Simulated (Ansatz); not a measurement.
**How the elastic constant C66 of litharge SnO moves with the method**

No measured value is used here.

```json
[
 {"level (code)": "PBE (Ansatz)", "value (GPa)": "74.0", "cell (Å³/atom)": "18.97"},
 {"level (code)": "rVV10 (Ansatz)", "value (GPa)": "74.2", "cell (Å³/atom)": "18.71"},
 {"level (code)": "r²SCAN+rVV10 (Ansatz)", "value (GPa)": "93.5", "cell (Å³/atom)": "17.15"},
 {"level (code)": "HSE06 (Ansatz)", "value (GPa)": "87.5", "cell (Å³/atom)": "18.11"}
]
```

PBE, HSE06: the cell comes from a level without a dispersion term, which matters for the spacing of layers, chains or molecules. r²SCAN+rVV10: the solid has no gap at this level, which affects its response. Each level is taken at its own relaxed cell. Cutoffs and k meshes differ between the levels. Ansatz's density-functional and Hartree–Fock values are scalar-relativistic unless marked +SOC, with PAW data made under PBE.

Ansatz is a program for electronic structure.
